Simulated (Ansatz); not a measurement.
Born–Oppenheimer molecular dynamics of C$_{2}$H$_{4}$OS (8 atoms, charge 0, multiplicity 1). It starts at the highest image of a converged band, a first-order saddle point between two minima.

The calculation used RKS PBE-D4/def2-SVP (Ansatz 0.2.0).

| Quantity | Value |
| --- | --- |
| ensemble | NVE (velocity Verlet) |
| time step | 0.5 fs |
| steps asked | 200 |
| starting velocities drawn for | 100 K |
| seed | 12567 |

First frame:

```xyz
8
Properties=species:S:1:pos:R:3
S -1.559 0.541 -0.881
C -0.340 0.425 0.322
C 0.455 -0.853 0.326
O 1.468 -0.004 -0.212
H -1.770 1.891 -0.796
H 0.915 0.941 0.309
H 0.667 -1.292 1.327
H 0.165 -1.649 -0.395
```

Question: How far do the bonds stretch over the last three quarters of this one trajectory? (Pairs bonded in most of those frames.)

Answer: 
```csv
bond,mean (Å),spread (Å),shortest,longest
S1–C2,1.683,0.018,1.65,1.71
S1–H5,1.383,0.017,1.35,1.41
C2–C3,1.527,0.042,1.47,1.61
C3–O4,1.423,0.020,1.40,1.47
C3–H7,1.124,0.007,1.11,1.14
C3–H8,1.120,0.005,1.11,1.13
O4–H6,0.980,0.017,0.95,1.01
```

Mean temperature of the second half: 481 K. The conserved energy stayed within 0.041 meV per atom of its start (net change -0.0039 meV per atom), so the integration is sound. The system heated up, since it started high on the potential surface and ran downhill. A run of 0.1 ps of so small a system gives no equilibrium averages. The orbitals stay closed-shell, which can raise the energy where a bond breaks towards radicals; this wasn't checked here.

Time of the run: 4.5 min on 1 thread of Intel(R) Xeon(R) Platinum 8488C (Sapphire Rapids) (shared host), peak memory 0.16 GiB.
